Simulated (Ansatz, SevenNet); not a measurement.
Elastic constant C11 (GPa) of 30 elemental solids other than molecular ones, computed with the machine-learned potential SevenNet-l3i5 (trained on PBE and PBE+U data) and with r²SCAN in Ansatz (PAW). The set holds measured phases with no doubt noted on the run or the magnetic state but for the caveats below. 5 more of the class have both values but aren't in it, for one of these reasons: built or high-temperature cells, doubts on the run or the magnetic state, unlike cells, values of zero, layered or molecular crystals. Solids without a value at one level (not run, failed, or a magnetic order lost), or held back for tests, aren't counted.

All rows, in order of the shift (worked out from unrounded values):

| solid | SevenNet-l3i5 | r²SCAN | shift (%) |
|---|---|---|---|
| bcc Ba | 18.9 | 12.9 | -31 |
| fcc Sr | 14.3 | 14.7 | +3.3 |
| fcc Pd | 204 | 213 | +4.1 |
| hcp Sc | 94.9 | 99.6 | +5.0 |
| fcc Cu | 182 | 202 | +11.0 |
| fcc Au | 154 | 172 | +11.4 |
| fcc Ag | 111 | 124 | +11.5 |
| fcc Pt | 295 | 329 | +11.6 |
| fcc Ca | 20.4 | 22.9 | +12.1 |
| double-hcp La | 36.6 | 42.7 | +16.7 |
| diamond-structure Si | 142 | 168 | +18.3 |
| hcp Tl | 27.3 | 33.4 | +23 |
| fcc Al | 105 | 132 | +26 |
| fcc Rh | 348 | 447 | +29 |
| fcc Pb | 37.9 | 50.5 | +33 |
| hcp Zr | 114 | 153 | +35 |
| body-centred tetragonal In | 40.4 | 54.6 | +35 |
| hcp Re | 476 | 643 | +35 |
| diamond-structure Ge | 92.5 | 127 | +37 |
| fcc Ir | 463 | 633 | +37 |
| diamond | 812 | 1112 | +37 |
| hcp Y | 55.5 | 76.9 | +39 |
| hcp Ti | 135 | 188 | +39 |
| hcp Mg | 51.6 | 72.2 | +40 |
| hcp Tc | 359 | 514 | +43 |
| hcp Os | 546 | 784 | +44 |
| hcp Ru | 408 | 609 | +49 |
| hcp Be | 226 | 338 | +50 |
| hcp Zn | 122 | 222 | +82 |
| hcp Cd | 61.0 | 128 | +111 |

The shift from SevenNet-l3i5 to r²SCAN has a median of +34 %, and eight in ten lie between +4.9 % and +49 %; r²SCAN is the larger in 29 of 30. Each level is at its own cell, so the shift holds the change of volume too.

Ansatz's runs of these crystals have no spin polarisation. Meta-GGA and hybrid levels favour moments, which can bear on fcc Pd, hcp Sc, fcc Pt, hcp Ti, hcp Y, fcc Rh.

Spin–orbit coupling is left out, also for the solids with elements from indium on (body-centred tetragonal In, fcc Pt, hcp Os, bcc Ba, double-hcp La, hcp Tl, fcc Ir, hcp Re, fcc Pb, fcc Au); its size isn't shown.

Each level is taken at its own relaxed cell. Ansatz's density-functional and Hartree–Fock values are scalar-relativistic unless marked +SOC, with PAW data made under PBE.

Ansatz is a program for electronic structure.
